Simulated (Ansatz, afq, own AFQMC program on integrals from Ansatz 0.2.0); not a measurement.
AFQMC on a folder of integrals that Ansatz 0.2.0 wrote.

```yaml
crystal:
  periodic: [false, false, false]
  atoms:
    - {symbol: Al, position_ang: [0.000000, 0.000000, 0.105100]}
    - {symbol: C, position_ang: [0.000000, 0.000000, -1.811100]}
    - {symbol: H, position_ang: [0.000000, 0.000000, 1.706000]}
basis:
  gaussian: {orbitals: cc-pVDZ}
total_charge: 1
magnetization: {spin_polarized: true, initial_magnetization: 3}
correlation: {method: ccsd_t, electrons: outside_noble_gas, hamiltonian_folder: ham}
```

```sh
$ ansatz run in.yaml --threads 1 --pin off --events-out ev --progress --plain --max-ram 1382MiB
```

afq runs on the folder ham with

```
--method phaseless --trial hf --walkers 120 --populations 1 --least-time 40 --time-step 0.005 --steps-per-block 20 --equilibration-blocks 112 --max-blocks 600 --target-error 0.0009600 --factor-cut 1e-05 --start spin_pure --seed 503 --taylor-order 6
```

Times are imaginary, in 1/Eh. The walk had a cap of 584 s.

Output of the walk:

```
orbitals 31  electrons 5 2  factors 221 of 357
reference energy -279.95005444 Eh
CCSD correlation -0.12296917 Eh in 12 cycles, weight of the determinant in the CISD state 0.9139
energy of the start -279.950087 Eh
 block  time / (1/Eh)  mean weight  energy / Eh
     1     0.100  1.0010  -279.970685
     2     0.200  1.0005  -279.989812
     3     0.300  1.0014  -280.004044
     4     0.400  1.0010  -280.015267
     5     0.500  1.0001  -280.025018
    10     1.000  1.0009  -280.048957
    86     8.600  1.0002  -280.053436
   171    17.100  0.9998  -280.093104
   256    25.600  0.9997  -280.080378
   341    34.100  1.0015  -280.093881
   426    42.600  1.0002  -280.081468
   494    49.400  0.9994  -280.099423
   511    51.100  1.0001  -280.086107
   596    59.600  0.9990  -280.074111
   681    68.100  1.0000  -280.075196
   698    69.800  0.9995  -280.071775
blocks merged  error / Eh  count
     1  0.000442  600
     2  0.000594  300
     4  0.000785  150
     8  0.001013  75
    16  0.001196  37
    32  0.001456  18
    64  0.001546  9
energy -280.078523 +/- 0.001456 Eh
(rows thinned)
```

The run passed its tests (sampling time, drift between the halves within three errors, error under three times the target), which doesn't prove that it has relaxed.

Against this walk (error 39.6 meV) on the same determinant: CCSD(T) 66.0 meV higher (within the noise), CCSDT(Q) 32.7 meV higher (within the noise). The error is statistical and leaves out the bias of the constraint.

Cautions: constraint bias not in the error; error above the target (39.6 against 26.1 meV).

The walk took 2.6 min on 1 thread of Arm Neoverse V2, on a shared host. The log's last line is the phaseless energy.

CCSDT and higher add their correlation energy to the determinant of the CCSD(T) run, since their own runs factorise the integrals more tightly (a shift of under 2 meV). A walk keeps the symmetry of its determinant, which the program's search chose and which needn't be the lowest solution, so a lower state of the same spin and another symmetry isn't excluded.
